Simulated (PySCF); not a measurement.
Compound: methylsulfanylsilane, CH6SSi.
Atom-mapped SMILES: `[CH3:1][S:2][SiH3:3]` (hydrogens: H4, H5, H6 on C1; H7, H8, H9 on Si3)

Method used: PBE0-D3(BJ)/def2-SVP geometry optimisation, gas phase (PySCF).

**Question.** List the bond lengths and angles at this level.

**Answer.** 
| bond | length (Å) | order |
| --- | --- | --- |
| C1–S2 | 1.823 | single |
| S2–Si3 | 2.138 | single |
| C1–H4, C1–H5, C1–H6 | 1.099 | single |
| Si3–H7, Si3–H8, Si3–H9 | 1.494 | single |

Bonds in one row agree within 0.01 Å and their mean is given. Orders are formal, as drawn. A selection of angles:
| angle | degrees |
| --- | --- |
| S2–C1–H4 | 111.5 |
| S2–C1–H5 | 106.7 |
| H4–C1–H5 | 108.6 |
| C1–S2–Si3 | 99.4 |
| S2–Si3–H7 | 111.3 |
| S2–Si3–H8 | 106.2 |
| H7–Si3–H8 | 110.0 |
| H7–Si3–H9 | 107.9 |

Si3 (SiH3 silicon) is tetrahedral (angles from 106.2° to 111.3°).

Point group: Cs (tolerance 0.08 Å). Stationary, but not proved a minimum.
